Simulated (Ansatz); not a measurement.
in.yaml

```yaml
crystal:
  periodic: [false, false, false]
  atoms:
    - {symbol: Ge, position_ang: [-0.641350, -0.004588, 0.002948]}
    - {symbol: F, position_ang: [2.622532, 0.018759, -0.012055]}
    - {symbol: H, position_ang: [-1.080775, 1.464277, 0.005888]}
    - {symbol: H, position_ang: [-1.059123, -0.744419, 1.279186]}
    - {symbol: H, position_ang: [-1.070854, -0.742825, -1.270315]}
basis:
  gaussian: {orbitals: cc-pVDZ}
magnetization: {spin_polarized: true, initial_magnetization: 0}
hamiltonian: {xc: {name: wB97M-V}}
output: {orbitals: {seedname: orbitals}}
```

```sh
$ ansatz run in.yaml --threads 1 --pin off --events-out ev --progress --plain --max-ram 2393MiB
```

The program prints:

```
  # Of w^i u^j: cxij and so on, Table III.
  gx(w, u) = 1 - cx + cx01*u + cx10*w
  gss(w, u) = css00 + css04*u^4 + css10*w + css20*w^2 + css43*w^4*u^3
  gos(w, u) = cos00 + cos10*w + (cos20 + cos21*u)*w^2 + (cos60 + cos61*u)*w^6
      + integral(e_c_pw_mod_opposite_spin*gos(b97_w_opposite, b97_u_opposite)) + vv10(b, c)
585 factors; integrals over basis functions are off by at most 9.9e-4 eV
164 factors; integrals over basis functions are off by at most 2.9e-5 eV
mean field evaluation 1: about -59268.7337 eV, gradient 3.3e1 eV
mean field evaluation 2: about -59016.1560 eV, gradient 1.7e2 eV
mean field evaluation 4: about -59273.7244 eV, gradient 1.2e1 eV
mean field evaluation 8: about -59274.2139 eV, gradient 3.3e-1 eV
mean field evaluation 16: about -59274.2143 eV, gradient 1.1e-4 eV
mean field evaluation 32: about -59274.6888 eV, gradient 2.6e-5 eV
mean field evaluation 64: about -59274.6864 eV, gradient 3.0e-1 eV
mean field -59274.68880413 eV, -2178.3046357247 hartree, gradient 7.7e-6 eV, S^2 0.648776; 7 other end points of the search recorded, 0 dependent functions left out
reference -59274.68883808 eV, -2178.3046369723 hartree; 22, 22 occupied and 34, 34 virtual orbitals, 585 factors
Total energy: -59274.68883808 eV, -2178.3046369723 hartree
```

Ran on 1 thread of Intel Xeon 6975P-C, shared host: 14 s wall, 0.25 GiB peak host memory.
